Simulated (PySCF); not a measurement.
## Vertical excitation energies

Species: C₄H₇ClO.
InChI=1S/C4H7ClO/c1-4(3-5)6-2/h3H,1-2H3/b4-3-

Level of theory: PySCF, TDDFT B3LYP/def2-SVPD, vertical, gas phase, core orbitals frozen in the response. Geometry: PBE0-D3(BJ)/def2-SVP, one conformer, isolated molecule. Torsions of this conformer, `[CH3:1][O:2]/[C:3]([CH3:4])=[CH:5]\[Cl:6]`: C1–O2–C3–C4 -178°.

```
state  E (eV)  E (kJ/mol)  λ (nm)       f  |μ| (D)  main configurations (H = HOMO, L = LUMO)
   S1    5.60         541   221.3  0.0004     0.14                  H→L+1 (52%), H→L+2 (41%)
   S2    5.71         551   217.3  0.0006     0.17                  H→L+2 (52%), H→L+1 (45%)
   S3    6.26         604   198.1   0.188     2.81                    H→L (68%), H→L+3 (25%)
   S4    6.30         608   196.9   0.078     1.81                    H→L+3 (67%), H→L (25%)
   S5    6.75         651   183.8  0.0010     0.19                               H→L+4 (93%)
   S6    7.02         678   176.5  0.0016     0.24                               H→L+5 (93%)
```

The lowest singlet lies at 5.60 eV (221 nm, ultraviolet) and is dark (f under 0.0005); its leading configuration is HOMO→LUMO+1 (52%). The most intense listed level is S3 at 6.26 eV (198 nm, f = 0.188), 0.66 eV above S1. Löwdin shares by element: HOMO carbon 50% or more, chlorine 23%, oxygen 17%; LUMO carbon 58% or more, chlorine 10%, oxygen 10% (atoms not listed hold the other 22%). Of the 6 states listed, 2 reach f = 0.01 and 1 stays under 0.0005. Orbital energies (eV): HOMO-3 -9.76, HOMO-2 -9.24, HOMO-1 -8.28, HOMO -6.21, LUMO 0.30, LUMO+1 0.39, LUMO+2 0.49. The oscillator strengths of these states sum to 0.269; summed over the whole spectrum of an exact calculation they would give the number of electrons, 56 (Thomas–Reiche–Kuhn). Only the lowest 6 singlets were computed, as vertical energies without vibronic structure.
